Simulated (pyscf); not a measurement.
## Four-centre exchange: HO–AsH₂ + water (H₂O) → HO–AsH–OH + hydrogen (H₂)

Gas phase, singlet surface, charge 0. Bonds broken: As1–H3, O6–H7. Bonds formed: As1–O6, H3–H7. Structures and frequencies: ωB97X-D3(BJ)/def2-SVP in PySCF.

Transition state (Å):

```xyz
8

As    -1.5236    -0.7106    -0.3580
O     -1.0371     0.1636     1.1132
H      0.4700    -0.9846    -0.5777
H     -2.6021     0.3848    -0.5907
H     -0.2159    -0.2407     1.4304
O     -0.6256     0.3299    -1.9045
H      0.2251    -0.1932    -1.4749
H     -0.5520     1.2667    -1.6601
```

One imaginary mode, 987i cm⁻¹; descent along it reached the two sides named.

```json
[
 {"bond": "As1–H3", "change": "breaks", "reactant side (Å)": "1.525", "saddle": "2.024", "product side": "3.9"},
 {"bond": "O6–H7", "change": "breaks", "reactant side (Å)": "0.965", "saddle": "1.087", "product side": "2.482"},
 {"bond": "As1–O6", "change": "forms", "reactant side (Å)": "2.8", "saddle": "2.069", "product side": "1.789"},
 {"bond": "H3–H7", "change": "forms", "reactant side (Å)": "2.8", "saddle": "1.221", "product side": "0.762"}
]
```

Electronic energies relative to the separated reactants (kcal/mol):

```csv
level,barrier,reaction energy,reverse barrier
ωB97X-D3(BJ)/def2-TZVP,49.8,-1.1,50.9
PBE/def2-TZVP,40.9,-1.2,42.1
r²SCAN/def2-TZVP,44.5,-1.9,46.4
B3LYP-D3(BJ)/def2-TZVP,46.9,-1.0,47.9
PBE0-D3(BJ)/def2-TZVP,46.3,+0.6,45.7
M06-2X/def2-TZVP,49.0,-2.9,52.0
ωB97M-D3(BJ)/def2-TZVP,49.1,0.0,49.0
HF/def2-TZVP,70.1,+3.4,66.7
```

With ωB97M-D3(BJ)/def2-TZVP energies and thermal terms (ideal gas, 1 atm, RRHO with modes under 100 cm⁻¹ raised to 100, one conformer, R ln 2 for chiral ones without a mode under 150 cm⁻¹), in kcal/mol:

```tsv
T (K)	ΔH‡	ΔG‡	ΔH	ΔG
298	47.1	58.0	-2.6	-0.7
600	47.1	69.2	-1.5	+0.7
900	47.8	80.1	-0.6	+1.6
1200	48.7	90.7	+0.1	+2.2
```

The same reactants have a lower exit, to HO–AsH₂ + H₂O (barrier +30.6 kcal/mol at ωB97M-D3(BJ)/def2-TZVP, against +49.1 kcal/mol here). One saddle was located; it need not be the lowest between these sides. Elements up to Kr have no core potential and no relativistic terms here.
